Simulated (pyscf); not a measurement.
H₃C–SiH₂–Cl + H atom (H•) -> H₃C–SiH•–Cl + hydrogen (H₂), a hydrogen abstraction (doublet surface; H–Si broken, H–H formed). Single points on ωB97X-D3(BJ)/def2-SVP structures (PySCF, gas phase). Energies in kcal/mol from the separated reactants.

Small-basis levels: PySCF, no dispersion term, spherical d functions. AM1 to PM7: differences of heats of formation from MOPAC, which are fitted to 298 K values and so differ in kind from electronic energies by zero-point and thermal terms. Open shells are spin-unrestricted. 

| level | barrier | reaction energy |
|---|---|---|
| HF/STO-3G | … | -11.6 |
| MP2/6-31G* | 12.1 | -7.0 |
| SVWN5/6-31G* | -5.5 | -13.5 |
| B3LYP/6-31G* | 1.4 | -15.1 |
| M06-2X/6-31G* | 6.0 | -12.9 |
| B3LYP/6-311+G** | … | -15.6 |
| PM3 | -20.3 | -40.3 |
| ωB97M-D3(BJ)/def2-TZVP | … | -10.5 |

Problem. Some entries are withheld; supply them.

Solution. 
- HF/STO-3G, barrier: 14.7
- B3LYP/6-311+G**, barrier: 0.6
- ωB97M-D3(BJ)/def2-TZVP, barrier: 4.8

Against the last row the barrier runs from -25.1 (PM3) to +9.9 kcal/mol (HF/STO-3G). At SVWN5/6-31G*, PM3 this geometry lies under one side, so the entry may be no barrier of that level: it is a single point on another level's saddle. ωB97M-D3(BJ)/def2-TZVP has limits of its own. One saddle was located; it need not be the lowest between these sides. The angle at the transferred H is 177°.
